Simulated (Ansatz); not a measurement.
`[F][MgH]` + H₂S → `[MgH][SH]` + H–F at 400 K and 1 bar (ligand exchange at a Mg–F bond).

Calculated with Ansatz (gas phase, PBE0-D4/def2-TZVP geometries, no zero-point term in ΔE). CBS: MP2 limit from def2 TZ/QZ plus the TZ coupled-cluster correction, frozen cores. This one scheme is used for every species. For Mg outer-core shells are correlated without core-valence functions, which leaves a few kJ/mol of doubt a bond.

| species | CCSD(T)/CBS energy (Eh) | H − E (kJ/mol) | S (J/(mol·K)) |
| --- | --- | --- | --- |
| `[F][MgH]` | -300.33731 | 34.0 | 242.0 |
| H₂S | -398.97279 | 53.4 | 215.9 |
| `[MgH][SH]` | -598.89578 | 54.9 | 282.8 |
| H–F | -100.39570 | 36.5 | 182.2 |

H − E and S are ideal-gas, rigid-rotor, harmonic terms from PBE0-D4/def2-TZVP. 1 Eh = 2625.50 kJ/mol, R = 8.31446 J/(mol·K).

Q: By hand: ΔE, ΔH, ΔS and ΔG.

A: ΔE = (-598.89578) + (-100.39570) − (-300.33731) − (-398.97279) = 0.01862 Eh = 48.9 kJ/mol. Δ(H − E) = 54.9 + 36.5 − 34.0 − 53.4 = 4.0, so ΔH = 52.9 kJ/mol. ΔS = 282.8 + 182.2 − 242.0 − 215.9 = 7.1 J/(mol·K). ΔG = 52.9 − 400 × (7.1)/1000 = 50.1 kJ/mol.

Q: By hand: the equilibrium constant, and the temperature at which ΔG would vanish if ΔH and ΔS stayed fixed.

A: log₁₀ K = −ΔG/(RT ln 10) = -6.5. ΔG = 0 at ΔH/ΔS = 7451 K, far beyond where these terms or the molecules hold.

The number of gas molecules stays the same, so ΔS is small and ΔH decides. A doubt of 5 kJ/mol in ΔE shifts log₁₀ K by 0.7 here. These are equilibria of isolated gas molecules and say nothing of rates. Largest T1 diagnostic: 0.011 (customary marks: 0.02 for closed shells, 0.045 for open ones).
